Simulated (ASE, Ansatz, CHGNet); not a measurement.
**fcc Cu, equilibrium lattice constant a**

Reference value: 3.595 Å (measured, low-temperature or extrapolated to 0 K; zero-point anharmonic expansion removed; as tabulated in Csonka et al. (2009), arXiv:0903.4037).

What do EMT, CHGNet 0.3.0, PBE, PBE-D3(BJ), PBE0 give, and how far is each from the reference?


| level (code) | value (Å) | error (%) |
|---|---|---|
| EMT (ASE) | 3.590 | -0.14 |
| CHGNet 0.3.0 | 3.617 | +0.61 |
| PBE (Ansatz) | 3.629 | +0.95 |
| PBE-D3(BJ) (Ansatz) | 3.563 | -0.89 |
| PBE0 (Ansatz) | 3.631 | +1.00 |

Of the ranked levels EMT (-0.14 %) comes nearest. Once the reference is moved by up to 0.10 % (a margin picked here for doubts on the reference and the settings) and values within 0.10 % count as equal, the farthest can be PBE0 (+1.00 %), PBE (+0.95 %) or PBE-D3(BJ) (-0.89 %). Of the ranked levels only EMT lands within 0.3 %.

Cutoffs and k meshes differ between the levels. Ansatz's density-functional and Hartree–Fock values are scalar-relativistic unless marked +SOC, with PAW data made under PBE.

Empirical potentials (EMT) are fitted to chosen data: where that held the value shown, agreement is built in, and what lay outside the fit can be far off. Machine-learned potentials (CHGNet 0.3.0) are trained on DFT data: a solid inside that data is no test of them.

Differences are worked out from the printed values.

Ansatz is a quantum-chemistry and plane-wave program.
